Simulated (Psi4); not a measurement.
# One shape, several levels: AlH2SF (SMILES [F][AlH][SH])

We compute a comparison of 3 runs (FNO-MP4/6-311G, CCSD/6-311+G**) of AlH2SF. 

The calculation is run with Psi4 1.11.

## Step 1: The molecule

The species is AlH2SF (5 atoms), meant as a singlet with charge 0. As SMILES, `[F][AlH][SH]`. The coordinates come from a PBE0-D4/def2-TZVP relaxation. This is one conformer, not always the lowest.

Bond lengths: F1–Al2 1.645 Å, Al2–S3 2.169 Å, Al2–H4 1.569 Å, S3–H5 1.345 Å. Angles: F1–Al2–S3 116.3°, F1–Al2–H4 119.8°, S3–Al2–H4 123.9°, Al2–S3–H5 91.6°.

## Step 2: A single-point energy at FNO-MP4/6-311G (density fitting) (run 1)

File job.py:

```python
import psi4

psi4.set_memory('1600 MB')
psi4.set_num_threads(1)
psi4.core.set_output_file('psi4.out', False)

geom = psi4.geometry("""
0 1
F     -1.203500    -1.535800     0.877500
Al    -0.513900    -0.309100     0.024800
S      1.536100     0.182600     0.533500
H     -1.341100     0.430400    -1.085200
H      1.572300     1.158200    -0.392100
""")

options = {'basis': '6-311G', 'scf_type': 'df', 'freeze_core': True}
psi4.set_options(options)

energy_value, wavefunction = psi4.energy("fno-mp4", return_wfn=True)
print(f'total energy {energy_value:.8f} hartree = {energy_value * 27.211386:.5f} eV')
for k, v in sorted(psi4.core.scalar_variables().items()):
    print(f'{k:45s} {v:18.10f}')
```

Run with:

```sh
$ python job.py
```

psi4.out:

```text
[...]
  Running in c1 symmetry.
[...]
  Nuclear repulsion =  130.763162013636162
[...]
  Multiplicity = 1
[...]
  Nalpha       = 20
  Nbeta        = 20
[...]
    Number of basis functions: 61
[...]
   @DF-RHF iter   1:  -740.03668304346786   -7.50831e-01   7.87008e-03 ADIIS/DIIS
[...]
   @DF-RHF iter  11:  -740.12285256760890   -3.75167e-12   5.12259e-09 DIIS
[...]
    Orbital Energies [Eh]
    ---------------------
    Doubly Occupied:
       1A    -91.972462     2A    -58.563820     3A    -26.249969
       4A     -8.978960     5A     -6.660718     6A     -6.659304
       7A     -6.656899     8A     -4.977277     9A     -3.293355
      10A     -3.291422    11A     -3.291143    12A     -1.549344
      13A     -0.993482    14A     -0.678217    15A     -0.633195
      16A     -0.626546    17A     -0.558861    18A     -0.538301
      19A     -0.438795    20A     -0.405821
[...]
  @DF-RHF Final Energy:  -740.12285256760890
   => Energetics <=
    Nuclear Repulsion Energy =            130.7631620136361619
    One-Electron Energy =               -1287.7362423830729767
    Two-Electron Energy =                 416.8502278018277707
    Total Energy =                       -740.1228525676090158
[...]
 Multipole Moments:
 ------------------------------------------------------------------------------------
     Multipole            Electronic (a.u.)      Nuclear  (a.u.)        Total (a.u.)
 ------------------------------------------------------------------------------------
 L = 1.  Multiply by 2.5417464519 to convert [e a0] to [Debye]
 Dipole X            :         -2.1116432            1.8643868           -0.2472564
 Dipole Y            :         -2.4053373            3.2410439            0.8357066
 Dipole Z            :          1.3088301           -2.2342122           -0.9253822
 Magnitude           :                                                    1.2711701
[...]
      * MP2 total energy:                   -740.356849580973
[...]
      * MP2 total energy:                   -740.356849580973
[...]
      * MP3 total energy:                   -740.358912582662
[...]
```

Run time: 2.4 s. Hardware: 1 thread of Intel Xeon 6975P-C (Granite Rapids), shared host; peak memory 0.29 GiB.

## Step 3: The energy at FNO-MP4/6-311G (sfX2C, density fitting) (run 2)

File job.py:

```python
import psi4

psi4.set_memory(1600000000)
psi4.set_num_threads(1)
psi4.set_output_file('output.dat', False)

m = psi4.geometry("""
0 1
F     -1.203500    -1.535800     0.877500
Al    -0.513900    -0.309100     0.024800
S      1.536100     0.182600     0.533500
H     -1.341100     0.430400    -1.085200
H      1.572300     1.158200    -0.392100
units angstrom
""")

psi4.set_options({
    'basis': '6-311G',
    'scf_type': 'df',
    'freeze_core': True,
    'relativistic': 'x2c',
})

result, w = psi4.energy("fno-mp4", return_wfn=True)
print(f'total energy {result:.8f} hartree = {result * 27.211386:.5f} eV')
```

Run with:

```sh
$ python job.py
```

output.dat:

```text
[...]
  Running in c1 symmetry.
[...]
  Nuclear repulsion =  130.763162013636162
[...]
  Multiplicity = 1
[...]
  Nalpha       = 20
  Nbeta        = 20
[...]
    Number of basis functions: 61
[...]
    WARNING: The X2C and Dirac Hamiltonians have substatially different eigenvalues!
             This is probably caused by the recontraction of the basis set.
[...]
   @DF-RHF iter   1:  -741.52148420136893   -8.05197e-01   8.33523e-03 ADIIS/DIIS
[...]
   @DF-RHF iter  11:  -741.61106195112905   -1.70530e-12   3.88959e-09 DIIS
[...]
    Orbital Energies [Eh]
    ---------------------
    Doubly Occupied:
       1A    -92.212147     2A    -58.663016     3A    -26.271212
       4A     -9.026896     5A     -6.659276     6A     -6.657891
       7A     -6.655496     8A     -4.994615     9A     -3.291160
      10A     -3.289243    11A     -3.288931    12A     -1.552167
      13A     -0.996770    14A     -0.678071    15A     -0.632670
      16A     -0.626021    17A     -0.558459    18A     -0.538519
      19A     -0.438493    20A     -0.405332
[...]
  @DF-RHF Final Energy:  -741.61106195112905
   => Energetics <=
    Nuclear Repulsion Energy =            130.7631620136361619
    One-Electron Energy =               -1289.8756775373817618
    Two-Electron Energy =                 417.5014535726164695
    Total Energy =                       -741.6110619511290452
[...]
 Multipole Moments:
 ------------------------------------------------------------------------------------
     Multipole            Electronic (a.u.)      Nuclear  (a.u.)        Total (a.u.)
 ------------------------------------------------------------------------------------
 L = 1.  Multiply by 2.5417464519 to convert [e a0] to [Debye]
 Dipole X            :         -2.1065723            1.8643868           -0.2421855
 Dipole Y            :         -2.4079519            3.2410439            0.8330921
 Dipole Z            :          1.3137919           -2.2342122           -0.9204204
 Magnitude           :                                                    1.2648596
[...]
      * MP2 total energy:                   -741.845544840992
[...]
      * MP2 total energy:                   -741.845544840992
[...]
      * MP3 total energy:                   -741.847555803464
[...]
```

On the terminal:

```text
total energy -741.86648012 hartree = -20187.21515 eV
```

It took 2.5 s on 1 thread of Intel Xeon 6975P-C (Granite Rapids), shared host; peak memory 0.3 GiB.

## Step 4: The energy at CCSD/6-311+G(d,p) (Cholesky decomposition, Cholesky for correlation) (run 3)

File alfh2s.xyz:

```xyz
5
AlFH2S
F     -1.203500    -1.535800     0.877500
Al    -0.513900    -0.309100     0.024800
S      1.536100     0.182600     0.533500
H     -1.341100     0.430400    -1.085200
H      1.572300     1.158200    -0.392100
```

File job.py:

```python
import psi4

psi4.set_memory('1600 MB')
psi4.set_num_threads(1)
psi4.core.set_output_file('run.log', False)

with open('alfh2s.xyz') as f:
    atoms = ''.join(f.readlines()[2:])
molecule = psi4.geometry('0 1\n' + atoms + '')

psi4.set_options({
    'basis': '6-311+G**',
    'scf_type': 'cd',
    'freeze_core': True,
    'cc_type': 'cd',
})

energy_value, wavefunction = psi4.energy('ccsd', return_wfn=True)
print('E =', round(energy_value, 9))
```

Run with:

```sh
$ python job.py
```

run.log:

```text
[...]
  Running in c1 symmetry.
[...]
  Nuclear repulsion =  130.763162013636162
[...]
  Multiplicity = 1
[...]
  Nalpha       = 20
  Nbeta        = 20
[...]
    Number of basis functions: 94
[...]
   @RHF iter   1:  -740.12948538121316   -8.40563e-01   5.10894e-03 DIIS/ADIIS
[...]
   @RHF iter  11:  -740.21101132724198   -8.98126e-12   5.13339e-09 DIIS
[...]
    Orbital Energies [Eh]
    ---------------------
    Doubly Occupied:
       1A    -91.960812     2A    -58.526925     3A    -26.262995
       4A     -8.965027     5A     -6.647132     6A     -6.646226
       7A     -6.644924     8A     -4.937047     9A     -3.253178
      10A     -3.253088    11A     -3.250962    12A     -1.550689
      13A     -0.971330    14A     -0.687945    15A     -0.637273
      16A     -0.631950    17A     -0.556634    18A     -0.527446
      19A     -0.440141    20A     -0.398909
[...]
  @RHF Final Energy:  -740.21101132724198
   => Energetics <=
    Nuclear Repulsion Energy =            130.7631620136361619
    One-Electron Energy =               -1288.4470819289660994
    Two-Electron Energy =                 417.4729085880877619
    Total Energy =                       -740.2110113272420904
[...]
 Multipole Moments:
 ------------------------------------------------------------------------------------
     Multipole            Electronic (a.u.)      Nuclear  (a.u.)        Total (a.u.)
 ------------------------------------------------------------------------------------
 L = 1.  Multiply by 2.5417464519 to convert [e a0] to [Debye]
 Dipole X            :         -1.9157985            1.8643868           -0.0514117
 Dipole Y            :         -2.5758525            3.2410439            0.6651915
 Dipole Z            :          1.5673087           -2.2342122           -0.6669036
 Magnitude           :                                                    0.9433362
[...]
      * MP2 total energy:                  -740.617679573126
[...]
      * CCSD total energy:                 -740.641561592131
[...]
```

The script printed:

```text
E = -740.641561592
```

Run time: 9.9 s. Hardware: 1 thread of Intel Xeon 6975P-C (Granite Rapids), shared host; peak memory 0.24 GiB.

## Step 5: Overview of the runs

```csv
run,level,integrals,fitting correlation,energy (Eh),HOMO energy (eV),LUMO energy (eV),HOMO–LUMO gap (eV),wall time
1,FNO-MP4/6-311G (density fitting),df,none,-740.377754,-11.04,1.12,12.16,2.4 s
2,"FNO-MP4/6-311G (sfX2C, density fitting)",df,none,-741.866480,-11.03,1.12,12.15,2.5 s
3,"CCSD/6-311+G** (Cholesky decomposition, Cholesky for correlation)",cd,Cholesky,-740.641562,-10.85,1.02,11.87,9.9 s
```

## Step 6: Results

| quantity | value |
| --- | --- |
| run 3: total energy | -740.64156 Eh |
| run 3: HOMO energy (Hartree–Fock orbitals) | -10.85 eV |
| run 3: LUMO energy (Hartree–Fock orbitals) | 1.02 eV |
| run 3: HOMO–LUMO gap (Hartree–Fock orbitals) | 11.87 eV |
| run 3: correlation energy (11 core orbitals frozen) | -430.6 mEh |
| run 3: T1 diagnostic | 0.013 |

Some runs of one species differ in core potentials or relativity; totals across that change don't compare. All runs together took 15 s, the longest 9.9 s.
